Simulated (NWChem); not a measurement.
# C2H2S (ethynethiol) at 5 levels

We compute a comparison of 5 runs (HF/3-21G, HF/def2-SVPD, PBE0/def2-SVP, PBE/def2-SVPD, MP2/STO-3G) of C2H2S (ethynethiol). 

The results are computed with NWChem 7.3.0.

## Step 1: Starting point

The species is C2H2S (5 atoms), meant as a singlet with charge 0. SMILES: `C#CS`. The shape is that of a PBE0-D4/def2-TZVP optimisation.

Bond lengths: C1–C2 1.204 Å, C2–S3 1.679 Å, C1–H4 1.064 Å, S3–H5 1.346 Å. Angles: C1–C2–S3 175.2°, C2–C1–H4 179.3°, C2–S3–H5 96.7°.

## Step 2: Energy and gradient at HF/3-21G (run 1)

c2h2s.nw

```
START c2h2s
memory 2200 mb

GEOMETRY units angstroms noautosym nocenter noautoz
 C     -1.196800    -0.342000     0.001900
 C      0.000700    -0.223700     0.026100
 S      1.678900    -0.197600     0.083400
 H     -2.256800    -0.433400    -0.021800
 H      1.823900     1.123100    -0.131000
END

BASIS spherical bse
 * library 3-21G
END

SCF
 thresh 1e-08
 maxiter 80
END

TASK scf gradient
```

Launch:

```console
$ nwchem c2h2s.nw > c2h2s.out
```

Standard output:

```text
[...]
  functions       =    35
[...]
  wavefunction    = RHF
[...]
         Total SCF energy =   -471.943894301837
      One-electron energy =   -806.154229394578
      Two-electron energy =    255.210947794709
 Nuclear repulsion energy =     78.999387298033
        Time for solution =      0.5s
[...]
                         RHF ENERGY GRADIENTS
    atom               coordinates                        gradient
                 x          y          z           x          y          z
   1 C      -2.261624  -0.646286   0.003590   -0.027103  -0.006882   0.000164
   2 C       0.001323  -0.422732   0.049322    0.084876   0.013046   0.000930
   3 S       3.172661  -0.373410   0.157603   -0.042041  -0.001852  -0.001232
   4 H      -4.264734  -0.819007  -0.041196   -0.011553  -0.000400  -0.000360
   5 H       3.446671   2.122351  -0.247554   -0.004179  -0.003913   0.000498
[...]
```

Run time: 1.2 s. Hardware: 1 thread of Intel Xeon Platinum 8488C (Sapphire Rapids), shared host; peak memory 0.096 GiB.

## Step 3: Energy and gradient at HF/def2-SVPD (run 2)

run.py

```python
from ase import Atoms
from ase.calculators.nwchem import NWChem

atoms = Atoms(['C', 'C', 'S', 'H', 'H'], positions=[
    [-1.196800, -0.342000, 0.001900],
    [0.000700, -0.223700, 0.026100],
    [1.678900, -0.197600, 0.083400],
    [-2.256800, -0.433400, -0.021800],
    [1.823900, 1.123100, -0.131000],
])

calc = NWChem(
    label='struct',
    theory='scf',
    memory='2200 mb',
    basis='def2-SVPD',
    basispar='spherical bse',
    scf={'nopen': '0', 'rhf': None, 'thresh': '1e-08', 'maxiter': '80'},
)
atoms.calc = calc

forces = atoms.get_forces()
print("Total energy (eV):", round(atoms.get_potential_energy(), 6))
print("forces (eV/A):")
for s, f in zip(atoms.symbols, forces):
    print(f"{s:2s} {f[0]:10.5f} {f[1]:10.5f} {f[2]:10.5f}")
print("dipole (e A):", atoms.get_dipole_moment().round(4))
```

Launch:

```console
$ export ASE_NWCHEM_COMMAND="nwchem PREFIX.nwi > PREFIX.nwo"
$ python run.py
```

Standard output:

```text
Total energy (eV): -12902.905299
forces (eV/A):
C     1.22246    0.17545    0.01532
C    -2.13972   -0.28807   -0.03024
S     0.84317    0.39168   -0.03430
H     0.01198   -0.00494    0.00129
H     0.06212   -0.27418    0.04787
dipole (e A): [-0.0724  0.1768 -0.0321]
```

The calculator wrote struct.nwi:

```
title "struct"

permanent_dir struct

scratch_dir struct

start struct

geometry units angstrom nocenter noautosym noautoz
  C  -1.1968000000000001e+00 -3.4200000000000003e-01 1.9000000000000000e-03
  C  6.9999999999999999e-04 -2.2370000000000001e-01 2.6100000000000002e-02
  S  1.6789000000000001e+00 -1.9760000000000000e-01 8.3400000000000002e-02
  H  -2.2568000000000001e+00 -4.3340000000000001e-01 -2.1800000000000000e-02
  H  1.8239000000000001e+00 1.1231000000000000e+00 -1.3100000000000001e-01
end

memory 2200 mb

basis spherical bse noprint
   * library def2-SVPD
end

scf
  nopen 0
  rhf
  thresh 1e-08
  maxiter 80
end

task scf gradient
```

struct.nwo, cut to the lines that bear on the results:

```text
[...]
      One-electron energy =   -808.762279817906
[... 1 line left out ...]
 Nuclear repulsion energy =     78.999387298033
[... 33 lines left out ...]
                       ROHF Final Molecular Orbital Analysis
[... 300 lines left out ...]
     1   1 0 0     -0.136824      0.000000     36.382705
[...]
  wavefunction    =   RHF
                         RHF ENERGY GRADIENTS
    atom               coordinates                        gradient
                 x          y          z           x          y          z
   1 C      -2.261624  -0.646286   0.003590   -0.023773  -0.003412  -0.000298
   2 C       0.001323  -0.422732   0.049322    0.041611   0.005602   0.000588
   3 S       3.172661  -0.373410   0.157603   -0.016397  -0.007617   0.000667
   4 H      -4.264734  -0.819007  -0.041196   -0.000233   0.000096  -0.000025
   5 H       3.446671   2.122351  -0.247554   -0.001208   0.005332  -0.000931
[...]
```

Run time: 11 s. Hardware: 1 thread of Intel Xeon Platinum 8488C (Sapphire Rapids), shared host; peak memory 0.1 GiB.

Runs 3 to 4 aren't shown in full; the table further down has their settings and results.

## Step 4: Energy and gradient at MP2/STO-3G (run 5)

work.nw

```
start work
memory stack 880 mb heap 220 mb global 1100 mb

geometry units angstrom noautosym nocenter noautoz
  C     -1.196800    -0.342000     0.001900
  C      0.000700    -0.223700     0.026100
  S      1.678900    -0.197600     0.083400
  H     -2.256800    -0.433400    -0.021800
  H      1.823900     1.123100    -0.131000
end

basis spherical bse
  * library STO-3G
end

scf
  thresh 1e-08
  maxiter 80
end

mp2
  freeze core 7
  tight
end

task mp2 gradient
```

Launch:

```console
$ nwchem work.nw > work.out
```

Standard output:

```text
[...]
  functions       =    21
[...]
  wavefunction    = RHF
[...]
         Total SCF energy =   -469.041006191075
      One-electron energy =   -806.007217092182
      Two-electron energy =    257.966823603074
 Nuclear repulsion energy =     78.999387298033
        Time for solution =      0.5s
[...]
          Total MP2 energy          -469.212537160286
[...]
                         mp2 ENERGY GRADIENTS
    atom               coordinates                        gradient
                 x          y          z           x          y          z
   1 C      -2.261624  -0.646286   0.003590    0.024887   0.001285   0.000702
   2 C       0.001323  -0.422732   0.049322    0.004419  -0.003514   0.000744
   3 S       3.172661  -0.373410   0.157603   -0.046022   0.006608  -0.002788
   4 H      -4.264734  -0.819007  -0.041196    0.014129   0.001272   0.000306
   5 H       3.446671   2.122351  -0.247554    0.002586  -0.005651   0.001035
[...]
```

Wall time 1.6 s (1 thread of Intel Xeon Platinum 8488C (Sapphire Rapids), shared host); peak memory 0.1 GiB.

## Step 5: The series

```
run          level  iteration cap  module  energy (Eh)  dipole moment (D)  HOMO energy (eV)  LUMO energy (eV)  wall time
  1       HF/3-21G             80     scf  -471.943894               1.36             -9.60              4.21      1.2 s
  2   HF/def2-SVPD             80     scf  -474.173028               0.93             -9.58              2.11       11 s
  3  PBE0/def2-SVP            100     dft  -475.101972                  –                 –                 –       12 s
  4  PBE/def2-SVPD            100     dft  -475.074623               0.80             -5.87             -1.28       23 s
  5     MP2/STO-3G             80     mp2  -469.212537               0.83             -7.05              9.90      1.6 s
```

## Step 6: Summary of results

| quantity | value |
| --- | --- |
| run 5: total energy | -469.21254 Eh |
| run 5: dipole moment (of the density that the program reports) | 0.83 D |
| run 5: HOMO energy (Hartree–Fock orbitals) | -7.05 eV |
| run 5: LUMO energy (Hartree–Fock orbitals) | 9.90 eV |
| run 5: HOMO–LUMO gap (Hartree–Fock orbitals) | 16.95 eV |
| run 5: correlation energy (7 core orbitals frozen) | -171.5 mEh |
| run 5: largest force on an atom | 2.395 eV/Å |

In words: Over runs 1, 2, 4, 5 the dipole moment (its size) runs from 0.80 D (PBE/def2-SVPD) to 1.36 D (HF/3-21G). The two ends differ in method and basis. Over runs 1, 2, 4 the HOMO–LUMO gap runs from 4.59 eV (PBE/def2-SVPD) to 13.82 eV (HF/3-21G). Totals of different functionals can't be ranked against each other. In run 5 the basis is minimal, so the values are rough. All runs together took 49 s, the longest 23 s.
